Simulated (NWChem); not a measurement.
System: CH, doublet; SMILES [CH]

NWChem input:

```
start job
memory heap 200 mb stack 700 mb global 900 mb
geometry units angstroms noautosym nocenter noautoz
  C      0.000000     0.000000    -0.161964
  H      0.000000     0.000000     0.957360
end
basis spherical
  C library 6-31g*
  H library 6-31g*
end
dft
  odft
  mult 2
  xc xpbe96 cpbe96
  iterations 150
end
cosmo
  dielec 7.6
end
task dft energy
```

Excerpt of the output:

```
             Northwest Computational Chemistry Package (NWChem) 7.3.0
             --------------------------------------------------------

                             Geometry "geometry" -> ""
                             -------------------------

 Output coordinates in angstroms (scale by  1.889725989 to convert to a.u.)

  No.       Tag          Charge          X              Y              Z
 ---- ---------------- ---------- -------------- -------------- --------------
    1 C                    6.0000     0.00000000     0.00000000    -0.16196400
    2 H                    1.0000     0.00000000     0.00000000     0.95736000

 Effective nuclear repulsion energy (a.u.)       2.8365902044

  pbe96 is a nonlocal functional; adding pw91lda local functional.

                                 NWChem DFT Module
                                 -----------------

 Summary of "ao basis" -> "ao basis" (spherical)
 ------------------------------------------------------------------------------
       Tag                 Description            Shells   Functions and Types
 ---------------- ------------------------------  ------  ---------------------
 C                           6-31g*                  6       14   3s2p1d
 H                           6-31g*                  2        2   2s

 in cosmo_initialize ...

 solvent parameters
 solvname_short: unkn
 solvname_long:  unknown
 dielec:        7.6000

          ---------------
          -cosmo- solvent
          ---------------
 Cosmo: York-Karplus, doi: 10.1021/jp992097l
 dielectric constant -eps-     =   7.60
 screen = (eps-1)/(eps    )    =   0.86842
 surface charge correction     = lagrangian

   van der Waals surface
 --------------------------

[...]

                                   COSMO solvation results
                                   -----------------------

                 gas phase energy =       -38.410737652013
                 sol phase energy =       -38.414450746560
 (electrostatic) solvation energy =         0.003713094547 (    2.33 kcal/mol)

                    DFT Final Alpha Molecular Orbital Analysis
                    ------------------------------------------

 Vector    2  Occ=1.000000D+00  E=-5.763916D-01
              MO Center=  4.5D-10,  4.5D-10,  2.7D-01, r^2= 7.6D-01
   Bfn.  Coefficient  Atom+Function         Bfn.  Coefficient  Atom+Function
  ----- ------------  ---------------      ----- ------------  ---------------
     6      0.432749  1 C  s                  2      0.415568  1 C  s
    15      0.221354  2 H  s                  1     -0.200978  1 C  s
     5      0.183617  1 C  pz                16      0.078452  2 H  s
     9      0.063003  1 C  pz

 Vector    3  Occ=1.000000D+00  E=-2.645502D-01
              MO Center=  7.9D-10,  7.9D-10, -2.2D-01, r^2= 1.2D+00
   Bfn.  Coefficient  Atom+Function         Bfn.  Coefficient  Atom+Function
  ----- ------------  ---------------      ----- ------------  ---------------
     6     -0.506108  1 C  s                  5      0.464439  1 C  pz
    16      0.283341  2 H  s                 15      0.239877  2 H  s
     9      0.236159  1 C  pz                 2     -0.196987  1 C  s
     1      0.112066  1 C  s                 12      0.035280  1 C  d  0

 Vector    4  Occ=1.000000D+00  E=-1.981402D-01
              MO Center=  8.2D-11,  8.2D-11, -1.5D-01, r^2= 1.0D+00
   Bfn.  Coefficient  Atom+Function         Bfn.  Coefficient  Atom+Function
  ----- ------------  ---------------      ----- ------------  ---------------
     3      0.451248  1 C  px                 4     -0.451271  1 C  py
     7      0.344700  1 C  px                 8     -0.344717  1 C  py

 Vector    5  Occ=0.000000D+00  E=-1.753287D-01
              MO Center= -1.1D-09, -1.1D-09, -1.5D-01, r^2= 1.0D+00
   Bfn.  Coefficient  Atom+Function         Bfn.  Coefficient  Atom+Function
  ----- ------------  ---------------      ----- ------------  ---------------
     3      0.441205  1 C  px                 4      0.441183  1 C  py
     7      0.355517  1 C  px                 8      0.355499  1 C  py

 Vector    6  Occ=0.000000D+00  E= 1.123805D-01
              MO Center=  7.1D-11,  7.1D-11,  9.0D-01, r^2= 2.0D+00
   Bfn.  Coefficient  Atom+Function         Bfn.  Coefficient  Atom+Function
  ----- ------------  ---------------      ----- ------------  ---------------
    16      1.874035  2 H  s                  6     -1.099242  1 C  s
     9     -0.944502  1 C  pz                 5     -0.414558  1 C  pz
     2     -0.199169  1 C  s                 15      0.140602  2 H  s
     1      0.081286  1 C  s

 Vector    7  Occ=0.000000D+00  E= 4.786532D-01
              MO Center=  6.6D-12,  6.2D-12, -1.6D-01, r^2= 1.9D+00
   Bfn.  Coefficient  Atom+Function         Bfn.  Coefficient  Atom+Function
  ----- ------------  ---------------      ----- ------------  ---------------
     7     -0.788332  1 C  px                 8      0.788372  1 C  py
     3      0.732322  1 C  px                 4     -0.732359  1 C  py

                     DFT Final Beta Molecular Orbital Analysis
                     -----------------------------------------

[...]
```

Level: PBE/6-31G* (spherical d), spin-unrestricted, COSMO on the gas-phase geometry. The state is orbitally degenerate and is run as one real component. Coordinates come from a PBE0/def2-SVP, spin-unrestricted optimisation. No stability test was run on the SCF state. COSMO prints the solvation energy as gas minus solution, so a positive value is a stabilisation.
